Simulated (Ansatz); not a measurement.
System: rhombohedral A7 Sb. Method: PBE+SOC (PAW; Ansatz, a first-principles code).

Run with plane-wave cutoff 520 eV, 16×16×16 k mesh, Fermi–Dirac smearing 0.05 eV, PAW data made under PBE.

Energies at three volumes about the minimum:

| V (Å³/atom) | E − E_lowest (meV/atom) |
|---|---|
| 31.330 | 1.30 |
| 31.969 | 0.00 |
| 32.608 | 1.06 |

### Question
Fit a parabola by hand: where is the minimum, and what is the bulk modulus?

### Answer
Slopes: (0.00 − 1.30)/(31.969 − 31.330) = -2.034 and (1.06 − 0.00)/(32.608 − 31.969) = 1.659 meV/Å³. Curvature E″ = 2 × (1.659 − (-2.034))/(32.608 − 31.330) = 5.779 meV/Å⁶. From the middle of the first interval, the slope vanishes at V0 = 31.6495 − (-2.034)/5.779 = 32.001 Å³/atom. B = V0 E″ = 32.001 × 5.779 meV/Å³ × 0.1602 GPa per meV/Å³ = 29.6 GPa. The full Birch–Murnaghan fit to all volumes gives V0 = 31.984 Å³/atom and B0 = 29.3 GPa.

Shape and atoms are relaxed at each volume.

Measured, for comparison: bulk modulus 39.5 GPa (copied from a table, unchecked, extrapolated to 0 K and zero-point effects removed; as tabulated in Lejaeghere et al. (2013), arXiv:1204.2733). Computed (rounded) less measured: bulk modulus not scored (unchecked).

Note: for a layered or molecular solid the relaxed cell lies over 5 % above the published volume, where the minimum can be shallow; the cell comes from a level without a dispersion term, which matters for the spacing of layers, chains or molecules; the bulk modulus comes from volumes at which shape and atoms were relaxed.
